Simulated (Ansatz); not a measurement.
**Pb: all-electron results**

```
CELL_PARAMETERS angstrom
0.00000 2.52048 2.52048
2.52048 0.00000 2.52048
2.52048 2.52048 0.00000
ATOMIC_POSITIONS crystal
Pb 0.00000 0.00000 0.00000
```

The cell was built from the fcc type and relaxed in the same program, and has space group Fm-3m; it needn't be a known or the stable phase.

No spin–orbit coupling, which matters for the heavy atoms here.

All numbers below come from Ansatz 0.2.0, DFT, PBE, all-electron LAPW, scalar-relativistic.

Numerical set-up: a Γ-centred 13×13×13 k mesh, Fermi–Dirac smearing of 0.05 eV, basis error target 0.25 meV/atom, no spin polarisation.

```yaml
Volume_per_atom: 32.02 Å³
Pressure_at_this_cell: 0.01 GPa
```

(1) Give the computed value. Density of states at the Fermi level (0.2 eV bin).

(2) Predict this quantity. Band gap.

## Answers

(1) 0.53 states/eV per cell.

(2) none: bands cross the Fermi level, a metal.
